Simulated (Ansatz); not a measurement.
Species: BCl3, SMILES `ClB(Cl)Cl` (charge 0, multiplicity 1).

Question: Give a relaxed geometry from Ansatz (an electronic-structure program) with B3LYP-D3(BJ)/def2-TZVP.

Answer: the end point of this relaxation (outside a Z-matrix the atoms follow the SMILES, hydrogens last).
Z-matrix (Å, degrees):
```
B
Cl 1 1.7453
Cl 1 1.7453 2 120.01
Cl 1 1.7453 2 120.00 3 180.00
```
